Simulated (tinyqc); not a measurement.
Worked calculation: RKS/B3LYP (VWN-RPA form) in the sto-3g basis, for H2O, spin multiplicity 1. One step of it, computed by the program tinyqc.

Task: Iteration 2: building the Kohn-Sham matrix. J_ij = sum D_kl (ij|kl), K_ij = sum D_kl (ik|jl); F = H + J - 0.1 K + V_xc; E = tr D H + tr D J / 2 - 0.05 tr D K + E_xc + E_nn.

D after iteration 1, order 1O 1s, 1O 2s, 1O 2px, 1O 2py, 1O 2pz, 2H 1s, 3H 1s:
$$\begin{pmatrix}
2.122509 & -0.522224 & 0.000000 & 0.000000 & -0.014123 & 0.027881 & 0.027881 \\
-0.522224 & 2.225121 & 0.000000 & 0.000000 & 0.074822 & -0.116353 & -0.116353 \\
0.000000 & 0.000000 & 2.000000 & 0.000000 & 0.000000 & 0.000000 & 0.000000 \\
0.000000 & 0.000000 & 0.000000 & 2.059983 & 0.000000 & -0.097007 & 0.097007 \\
-0.014123 & 0.074822 & 0.000000 & 0.000000 & 2.051764 & -0.091777 & -0.091777 \\
0.027881 & -0.116353 & 0.000000 & -0.097007 & -0.091777 & 0.014420 & 0.005284 \\
0.027881 & -0.116353 & 0.000000 & 0.097007 & -0.091777 & 0.005284 & 0.014420
\end{pmatrix}$$

core Hamiltonian H = T + V (hartree), order 1O 1s, 1O 2s, 1O 2px, 1O 2py, 1O 2pz, 2H 1s, 3H 1s:
$$\begin{pmatrix}
-32.387942 & -7.533988 & 0.000000 & 0.000000 & -0.010361 & -0.659617 & -0.659617 \\
-7.533988 & -9.015942 & 0.000000 & 0.000000 & -0.130020 & -1.757272 & -1.757272 \\
0.000000 & 0.000000 & -7.189177 & 0.000000 & 0.000000 & 0.000000 & 0.000000 \\
0.000000 & 0.000000 & 0.000000 & -7.242648 & 0.000000 & -1.016414 & 1.016414 \\
-0.010361 & -0.130020 & 0.000000 & 0.000000 & -7.236023 & -0.978129 & -0.978129 \\
-0.659617 & -1.757272 & 0.000000 & -1.016414 & -0.978129 & -3.800153 & -0.598763 \\
-0.659617 & -1.757272 & 0.000000 & 1.016414 & -0.978129 & -0.598763 & -3.800153
\end{pmatrix}$$

Two-electron integrals (ij|kl) in chemists' order, unique and non-zero (hartree):
```
(11|11) 4.785065    (21|11) 0.741380    (21|21) 0.136873    (22|11) 1.118947
(22|21) 0.256633    (22|22) 0.817206    (31|31) 0.024477    (32|31) 0.037809
(32|32) 0.180518    (33|11) 1.115814    (33|21) 0.256684    (33|22) 0.817023
(33|33) 0.880159    (41|41) 0.024477    (42|41) 0.037809    (42|42) 0.180518
(43|43) 0.047444    (44|11) 1.115814    (44|21) 0.256684    (44|22) 0.817023
(44|33) 0.785270    (44|44) 0.880159    (51|51) 0.024477    (52|51) 0.037809
(52|52) 0.180518    (53|53) 0.047444    (54|54) 0.047444    (55|11) 1.115814
(55|21) 0.256684    (55|22) 0.817023    (55|33) 0.785270    (55|44) 0.785270
(55|55) 0.880159    (61|11) 0.064987    (61|21) 0.011911    (61|22) 0.022243
(61|33) 0.022204    (61|41) 0.000374    (61|42) 0.000712    (61|44) 0.022268
(61|51) 0.000350    (61|52) 0.000666    (61|54) 0.000060    (61|55) 0.022260
(61|61) 0.001048    (62|11) 0.188459    (62|21) 0.043900    (62|22) 0.158816
(62|33) 0.155974    (62|41) 0.002366    (62|42) 0.019628    (62|44) 0.160433
(62|51) 0.002215    (62|52) 0.018372    (62|54) 0.004174    (62|55) 0.159881
(62|61) 0.003899    (62|62) 0.041319    (63|31) 0.004203    (63|32) 0.025860
(63|43) 0.003873    (63|53) 0.003625    (63|63) 0.005360    (64|11) 0.109057
(64|21) 0.025700    (64|22) 0.099382    (64|33) 0.095134    (64|41) 0.005382
(64|42) 0.037131    (64|44) 0.105482    (64|51) 0.001104    (64|52) 0.010549
(64|54) 0.006061    (64|55) 0.097414    (64|61) 0.002361    (64|62) 0.031520
(64|64) 0.029165    (65|11) 0.102078    (65|21) 0.024055    (65|22) 0.093021
(65|33) 0.089045    (65|41) 0.001104    (65|42) 0.010549    (65|44) 0.091481
(65|51) 0.005236    (65|52) 0.035734    (65|54) 0.006153    (65|55) 0.098429
(65|61) 0.002210    (65|62) 0.029502    (65|64) 0.022281    (65|65) 0.026215
(66|11) 0.383530    (66|21) 0.090718    (66|22) 0.378400    (66|33) 0.365596
(66|41) 0.005247    (66|42) 0.062081    (66|44) 0.385879    (66|51) 0.004911
(66|52) 0.058107    (66|54) 0.018984    (66|55) 0.383365    (66|61) 0.008083
(66|62) 0.135366    (66|64) 0.118409    (66|65) 0.110831    (66|66) 0.774606
(71|11) 0.064987    (71|21) 0.011911    (71|22) 0.022243    (71|33) 0.022204
(71|41) -0.000374   (71|42) -0.000712   (71|44) 0.022268    (71|51) 0.000350
(71|52) 0.000666    (71|54) -0.000060   (71|55) 0.022260    (71|61) 0.001036
(71|62) 0.003799    (71|64) 0.002143    (71|65) 0.002157    (71|66) 0.007853
(71|71) 0.001048    (72|11) 0.188459    (72|21) 0.043900    (72|22) 0.158816
(72|33) 0.155974    (72|41) -0.002366   (72|42) -0.019628   (72|44) 0.160433
(72|51) 0.002215    (72|52) 0.018372    (72|54) -0.004174   (72|55) 0.159881
(72|61) 0.003799    (72|62) 0.032696    (72|64) 0.017495    (72|65) 0.022701
(72|66) 0.085683    (72|71) 0.003899    (72|72) 0.041319    (73|31) 0.004203
(73|32) 0.025860    (73|43) -0.003873   (73|53) 0.003625    (73|63) 0.004086
(73|73) 0.005360    (74|11) -0.109057   (74|21) -0.025700   (74|22) -0.099382
(74|33) -0.095134   (74|41) 0.005382    (74|42) 0.037131    (74|44) -0.105482
(74|51) -0.001104   (74|52) -0.010549   (74|54) 0.006061    (74|55) -0.097414
(74|61) -0.002143   (74|62) -0.017495   (74|64) -0.005607   (74|65) -0.011963
(74|66) -0.043581   (74|71) -0.002361   (74|72) -0.031520   (74|74) 0.029165
(75|11) 0.102078    (75|21) 0.024055    (75|22) 0.093021    (75|33) 0.089045
(75|41) -0.001104   (75|42) -0.010549   (75|44) 0.091481    (75|51) 0.005236
(75|52) 0.035734    (75|54) -0.006153   (75|55) 0.098429    (75|61) 0.002157
(75|62) 0.022701    (75|64) 0.011963    (75|65) 0.019619    (75|66) 0.064606
(75|71) 0.002210    (75|72) 0.029502    (75|74) -0.022281   (75|75) 0.026215
(76|11) 0.057153    (76|21) 0.013467    (76|22) 0.054036    (76|33) 0.052650
(76|44) 0.053462    (76|51) 0.000972    (76|52) 0.010159    (76|55) 0.055938
(76|61) 0.001187    (76|62) 0.014787    (76|64) 0.009927    (76|65) 0.011927
(76|66) 0.055849    (76|71) 0.001187    (76|72) 0.014787    (76|74) -0.009927
(76|75) 0.011927    (76|76) 0.007328    (77|11) 0.383530    (77|21) 0.090718
(77|22) 0.378400    (77|33) 0.365596    (77|41) -0.005247   (77|42) -0.062081
(77|44) 0.385879    (77|51) 0.004911    (77|52) 0.058107    (77|54) -0.018984
(77|55) 0.383365    (77|61) 0.007853    (77|62) 0.085683    (77|64) 0.043581
(77|65) 0.064606    (77|66) 0.263695    (77|71) 0.008083    (77|72) 0.135366
(77|74) -0.118409   (77|75) 0.110831    (77|76) 0.055849    (77|77) 0.774606
```

nuclear repulsion = 6.44608452 hartree

V_xc (hartree), order 1O 1s, 1O 2s, 1O 2px, 1O 2py, 1O 2pz, 2H 1s, 3H 1s:
$$\begin{pmatrix}
-2.444706 & -0.352133 & 0.000000 & 0.000000 & -0.000341 & -0.031124 & -0.031124 \\
-0.352133 & -0.686915 & 0.000000 & 0.000000 & -0.001559 & -0.114023 & -0.114023 \\
0.000000 & 0.000000 & -0.685507 & 0.000000 & 0.000000 & 0.000000 & 0.000000 \\
0.000000 & 0.000000 & 0.000000 & -0.686314 & 0.000000 & -0.064951 & 0.064951 \\
-0.000341 & -0.001559 & 0.000000 & 0.000000 & -0.686152 & -0.060859 & -0.060859 \\
-0.031124 & -0.114023 & 0.000000 & -0.064951 & -0.060859 & -0.184049 & -0.029541 \\
-0.031124 & -0.114023 & 0.000000 & 0.064951 & -0.060859 & -0.029541 & -0.184049
\end{pmatrix}$$

E_xc = sum of w rho eps_xc = -8.13560575 hartree

Give: Coulomb J; exchange K; Kohn-Sham matrix F; total energy of this density.

Result:

Coulomb J (hartree), order 1O 1s, 1O 2s, 1O 2px, 1O 2py, 1O 2pz, 2H 1s, 3H 1s:
$$\begin{pmatrix}
18.5428 & 3.5353 & 0.0000 & 0.0000 & 0.0018 & 0.3079 & 0.3079 \\
3.5353 & 8.7861 & 0.0000 & 0.0000 & 0.0020 & 1.6482 & 1.6482 \\
0.0000 & 0.0000 & 8.7787 & 0.0000 & 0.0000 & 0.0000 & 0.0000 \\
0.0000 & 0.0000 & 0.0000 & 8.7780 & 0.0000 & 1.0130 & -1.0130 \\
0.0018 & 0.0020 & 0.0000 & 0.0000 & 8.7781 & 0.9479 & 0.9479 \\
0.3079 & 1.6482 & 0.0000 & 1.0130 & 0.9479 & 3.7839 & 0.5459 \\
0.3079 & 1.6482 & 0.0000 & -1.0130 & 0.9479 & 0.5459 & 3.7839
\end{pmatrix}$$

exchange K (hartree), order 1O 1s, 1O 2s, 1O 2px, 1O 2py, 1O 2pz, 2H 1s, 3H 1s:
$$\begin{pmatrix}
9.8376 & 1.7147 & 0.0000 & 0.0000 & 0.0007 & 0.1598 & 0.1598 \\
1.7147 & 2.8623 & 0.0000 & 0.0000 & 0.0084 & 0.4821 & 0.4821 \\
0.0000 & 0.0000 & 2.3553 & 0.0000 & 0.0000 & 0.0000 & 0.0000 \\
0.0000 & 0.0000 & 0.0000 & 2.3604 & 0.0000 & 0.2360 & -0.2360 \\
0.0007 & 0.0084 & 0.0000 & 0.0000 & 2.3590 & 0.2171 & 0.2171 \\
0.1598 & 0.4821 & 0.0000 & 0.2360 & 0.2171 & 0.1529 & 0.0838 \\
0.1598 & 0.4821 & 0.0000 & -0.2360 & 0.2171 & 0.0838 & 0.1529
\end{pmatrix}$$

Kohn-Sham matrix F (hartree), order 1O 1s, 1O 2s, 1O 2px, 1O 2py, 1O 2pz, 2H 1s, 3H 1s:
$$\begin{pmatrix}
-17.2736 & -4.5223 & 0.0000 & 0.0000 & -0.0090 & -0.3988 & -0.3988 \\
-4.5223 & -1.2030 & 0.0000 & 0.0000 & -0.1304 & -0.2713 & -0.2713 \\
0.0000 & 0.0000 & 0.6685 & 0.0000 & 0.0000 & 0.0000 & 0.0000 \\
0.0000 & 0.0000 & 0.0000 & 0.6130 & 0.0000 & -0.0920 & 0.0920 \\
-0.0090 & -0.1304 & 0.0000 & 0.0000 & 0.6200 & -0.1128 & -0.1128 \\
-0.3988 & -0.2713 & 0.0000 & -0.0920 & -0.1128 & -0.2156 & -0.0908 \\
-0.3988 & -0.2713 & 0.0000 & 0.0920 & -0.1128 & -0.0908 & -0.2156
\end{pmatrix}$$

total energy of this density = -73.629541 hartree
